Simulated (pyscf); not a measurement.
H₃C–ZnH (SMILES [CH3][ZnH]) + HO–SiH₃ (SMILES O[SiH3]) → CH₄ (SMILES C) + H₃Si–O–ZnH (SMILES [SiH3][O][ZnH]), a four-centre exchange (singlet surface; C–Zn, H–O broken, C–H, O–Zn formed). Single points on ωB97X-D3(BJ)/def2-SVP structures (PySCF, gas phase). Energies in eV from the separated reactants.

Small-basis levels: PySCF, no dispersion term, spherical d functions. 

**Question.** In single points B3LYP/LANL2DZ puts the saddle at 0.01 eV and the reaction energy at -1.47 eV. Should these be trusted to within a few kcal/mol? Compare with ωB97M-D3(BJ)/def2-TZVP.

**Answer.** ωB97M-D3(BJ)/def2-TZVP gives ΔE‡ = 0.63 eV and ΔE = -0.98 eV. B3LYP/LANL2DZ lies 0.62 eV under it in the barrier and 0.49 eV under it in the reaction energy, so on this step it does not hold to within 0.13 eV. ωB97M-D3(BJ)/def2-TZVP has limits of its own. On the reactant side the descent ends in an adduct with a O–Zn contact (not fully relaxed), 0.33 eV under the separated species and 0.90 eV under the saddle at ωB97X-D3(BJ)/def2-TZVP. What is counted as formed (O–Zn) is already present as a longer contact in the reactant adduct; forming that adduct is a step of its own. One saddle was located; it need not be the lowest between these sides. In the def2 sets elements up to Kr have no core potential.
